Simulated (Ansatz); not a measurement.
Results of r²SCAN-D4 (PAW; Ansatz, a quantum-chemistry and plane-wave program) for Si (P6₃/mmc, No. 194, 4 atoms in the cell; start mp-165; another form than the element's usual one).

Run with plane-wave cutoff 500 eV, 12×12×6 k mesh (along the axes of the cell as run), gaussian smearing 0.02 eV, scalar-relativistic PAW data made under PBE.

Cell (relaxed at this level):

```
CELL_PARAMETERS angstrom
      3.82063     0.00000     0.00000
     -1.91031     3.30876     0.00000
      0.00000     0.00000     6.32540
ATOMIC_POSITIONS crystal
  Si 0.33333 0.66667 0.06312
  Si 0.66667 0.33333 0.93688
  Si 0.66667 0.33333 0.56312
  Si 0.33333 0.66667 0.43688
```

### Question
Predict the band gap.

### Answer

* **band gap**: 0.59 eV (on the SCF k mesh)

Note: the relaxation could not lower the start's symmetry, so the cell can be a saddle point above a distorted one.

The computed numbers hold no vibrational or temperature effects.

Cost on a shared machine: around 30 core-seconds (rough).

A start named mp-… is a Materials Project structure, which need not be a measured phase.
